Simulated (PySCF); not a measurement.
A PySCF script (with the pyscf-properties extension) for the NMR shieldings of `C1#C[Si]1`, C$_{2}$Si, on a PBE0-D3(BJ)/def2-SVP geometry:

```python
import basis_set_exchange as bse
import numpy as np
from pyscf import gto, scf
from pyscf.prop import nmr

atoms = """
C    -0.350762   -1.246312   -0.638824
C     0.415689   -0.404445   -0.074063
Si    1.103166   -2.107540    0.104991
"""
names = dict.fromkeys(["C", "Si"], "pcSseg-2")
basis = {el: gto.basis.parse(bse.get_basis(n, elements=[el], fmt="nwchem")) for el, n in names.items()}
mol = gto.M(atom=atoms, basis=basis, charge=0, verbose=0)
mf = scf.RHF(mol)
mf.conv_tol = 1e-9
mf.kernel()

calc = nmr.RHF(mf)   # GIAO
C = mf.mo_coeff
Co = C[:, mf.mo_occ > 0]
resp = mf.gen_response(singlet=True, hermi=2)
def vind(x):   # induced exchange potential for any number of trial vectors
    d = np.einsum("pi,xij,qj->xpq", C, 2 * x.reshape(-1, C.shape[1], Co.shape[1]), Co, optimize=True)
    return np.einsum("xpq,pi,qj->xij", resp(d - d.transpose(0, 2, 1)), C, Co, optimize=True).ravel()
mo1, _ = nmr.rhf.solve_mo1(calc, with_cphf=vind)
sigma = calc.kernel(mo1)
for i, s in enumerate(sigma):   # ppm
    w = np.linalg.eigvalsh((s + s.T) / 2)
    print("%2d %-2s iso %8.1f  s11 %8.1f  s22 %8.1f  s33 %8.1f" % (i, mol.atom_pure_symbol(i), w.mean(), *w))
```

**Question.** What does it print?

**Answer.** 
```
 0 C  iso   -269.5  s11   -682.8  s22   -201.1  s33     75.5
 1 C  iso   -269.3  s11   -683.3  s22   -200.3  s33     75.6
 2 Si iso   -259.9  s11  -1255.5  s22   -453.2  s33    929.0
```

These numbers come from an equivalent density-fitted implementation of the same equations, which agrees with the script to about 0.01 ppm for H and up to a few tenths of a ppm for heavy atoms, so last digits may differ.

**Question.** Turn these shieldings into chemical shifts. δ = σ(ref) − σ, references computed at the same level: ¹³C (σ = 191.47 ppm) and ²⁹Si (σ = 382.96 ppm) against TMS.

**Answer.** Averaging equivalent atoms: C 0/1: 460.9; Si 2: 642.9 ppm. 

Size and cost of the density-fitted run: 115 basis functions, 1.1 s wall time on 1 thread of an Arm Neoverse V1, shared host; peak memory 0.42 GiB.
